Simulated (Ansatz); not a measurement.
Born–Oppenheimer molecular dynamics of H5NSi (7 atoms, charge 0, multiplicity 1). It starts at the highest image of a converged band. Of that band: Neighbouring images differ by up to 1.7 eV, so the band resolves the path poorly. A vibrational analysis at the climbing image gives one clearly imaginary mode, 1785i cm⁻¹: a first-order saddle point.

All numbers below come from Ansatz, RKS BHLYP/def2-SVPD.

```json
{
 "ensemble": "NVE (velocity Verlet)",
 "time step": "0.5 fs",
 "steps asked": "200",
 "starting velocities drawn for": "100 K",
 "seed": "8434"
}
```

First frame:

```xyz
7
Properties=species:S:1:pos:R:3
Si 0.267 0.083 -0.233
N 0.967 -0.074 1.538
H 0.595 -0.693 2.244
H 1.428 0.724 1.943
H 1.677 -0.358 0.405
H -0.532 1.341 -0.299
H -0.728 -1.022 -0.213
```

Question: How far do the bonds stretch over the last three quarters of this one trajectory? (Pairs bonded in most of those frames.)

Answer: 
| bond | mean (Å) | spread (Å) | shortest | longest |
| --- | --- | --- | --- | --- |
| Si1–N2 | 1.771 | 0.095 | 1.62 | 1.90 |
| Si1–H5 | 1.582 | 0.211 | 1.24 | 1.95 |
| Si1–H6 | 1.544 | 0.071 | 1.41 | 1.70 |
| Si1–H7 | 1.502 | 0.051 | 1.42 | 1.61 |
| N2–H3 | 1.016 | 0.015 | 0.99 | 1.05 |
| N2–H4 | 1.014 | 0.013 | 0.99 | 1.04 |

Mean temperature of the second half: 2745 K. The conserved energy stayed within 1.5 meV per atom of its start (net change -0.39 meV per atom), so the integration is sound. The kinetic energy rose, since the run started high on the potential surface and went downhill. A run of 0.1 ps of so small a system gives no equilibrium averages. The orbitals stay closed-shell, which can raise the energy where a bond breaks towards radicals; this wasn't checked here.

Run time: 3.7 min on 2 threads of Arm Neoverse V1, on a shared host, peak memory 0.14 GiB.
